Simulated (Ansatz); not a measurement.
## Ansatz (development build ahead of 0.2.0) run

```yaml
crystal:
  periodic: [false, false, false]
  atoms:
    - { symbol: C, position_ang: [0.00794, 0.00202, -2.0554] }
    - { symbol: C, position_ang: [-0.00053, 0.00982, -0.60433] }
    - { symbol: C, position_ang: [-0.00257, -0.00089, 0.61577] }
    - { symbol: C, position_ang: [-0.00138, -0.00989, 2.06059] }
    - { symbol: H, position_ang: [0.00671, -1.02605, -2.46862] }
    - { symbol: H, position_ang: [-0.88971, 0.50397, -2.45747] }
    - { symbol: H, position_ang: [0.89032, 0.51606, -2.47069] }
    - { symbol: H, position_ang: [-0.00946, -1.02385, 2.46318] }
    - { symbol: H, position_ang: [0.89382, 0.51108, 2.45277] }
    - { symbol: H, position_ang: [-0.89584, 0.50668, 2.45817] }
basis:
  gaussian: { orbitals: STO-3G }
hamiltonian:
  xc: hf
correlation:
  method: mp2
  frozen_orbitals: { C: 1, H: 0 }
```

The input is written out in the form of the current development build from the run's settings.

Output:

| Item | Value |
| --- | --- |
| Converged | yes |
| Reference energy | -153.03093 hartree |
| Correlation energy | -0.25289 hartree |
| Total energy | -153.28382 hartree |
| Spin squared of the determinant | 0.000 |
